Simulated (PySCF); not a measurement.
# TDDFT beside published excitation energies

Published values to compare with (the computed states carry no symmetry labels, so the two lists aren't matched line by line):

```json
{"state": "3A2(n→π*)", "E (eV)": "1.47", "f": "", "kind of transition": "vertical absorption", "source": "[1]"}
{"state": "1A2(n→π*)", "E (eV)": "1.70", "f": "", "kind of transition": "vertical absorption", "source": "[1]"}
{"state": "3B2(π→π*)", "E (eV)": "1.88", "f": "", "kind of transition": "vertical absorption", "source": "[1]"}
{"state": "3A1(π→π*)", "E (eV)": "2.51", "f": "", "kind of transition": "vertical absorption", "source": "[1]"}
{"state": "1B2(π→π*)", "E (eV)": "2.63", "f": "0.000", "kind of transition": "vertical absorption", "source": "[1]"}
{"state": "1A1(π→π*)", "E (eV)": "4.96", "f": "0.378", "kind of transition": "vertical absorption", "source": "[1]"}
```

[1] computed, theoretical best estimate (aug-cc-pVTZ, frozen core, CC3 geometry), gas; Veril, Scemama, Caffarel, Lipparini, Boggio-Pasqua, Jacquemin, Loos, WIREs Comput. Mol. Sci. 2021, 11, e1517 (QUESTDB)

Cyclopentadienethione, C5H4S.
SMILES: `S=C1C=CC=C1`

Method used: TDDFT wB97X-D/def2-SVPD, vertical, gas phase, core orbitals frozen in the response (PySCF 2.14.0, density-fitted response routines). Geometry: GFN2-xTB; no solvent, vibrations or thermal averaging.

Computed singlets: 1.64 eV (f 0.000); 2.32 eV (f 0.001); 4.74 eV (f 0.420); 5.57 eV (f 0.006); 6.24 eV (f 0.000); 6.28 eV (f 0.000); 6.75 eV (f 0.000); 6.87 eV (f 0.066). Computed triplets (Tamm–Dancoff): 1.19, 1.54, 2.33 eV.

Problem. How does the lowest computed singlet compare with the best estimate listed for the lowest singlet (vertical absorption)?

Solution. 1.64 eV against 1.70 eV for 1A2(n→π*) [1]: a difference of -0.06 eV. Geometry and basis of the two calculations needn't be the same.

Problem. How does the lowest computed triplet compare with the best estimate listed for the lowest triplet (vertical absorption)?

Solution. 1.19 eV against 1.47 eV for 3A2(n→π*) [1]: a difference of -0.28 eV. Geometry and basis of the two calculations needn't be the same.
